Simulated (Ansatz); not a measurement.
Mulliken charges of `[CH2]N` radical from PBE/def2-TZVPP in Ansatz (PBE0-D4/def2-TZVP geometry).

```tsv
atom	x (Å)	y (Å)	z (Å)	charge (e)
C1	-0.320	-0.571	-0.195	-0.230
N2	0.368	0.544	0.254	-0.270
H3	-1.285	-0.763	0.253	0.082
H4	0.275	-1.413	-0.524	0.082
H5	1.200	0.779	-0.264	0.168
H6	-0.197	1.360	0.430	0.168
```

Q: By hand: the dipole of these point charges (1 e Å = 4.8032 D).

A: Σ q r = (0.060, 0.165, -0.018) e Å, of length 0.176 e Å = 0.85 D.

Q: How does the dipole of the full density compare? (Best estimate.)

A: Ansatz gave: (0.093, 0.247, -0.020) e Å, 1.27 D; the point charges give 0.67 times that, at 2° from its direction.

Point charges leave out the atoms' own dipoles, such as those of lone pairs, and Mulliken's split depends on the basis, so the two needn't agree.
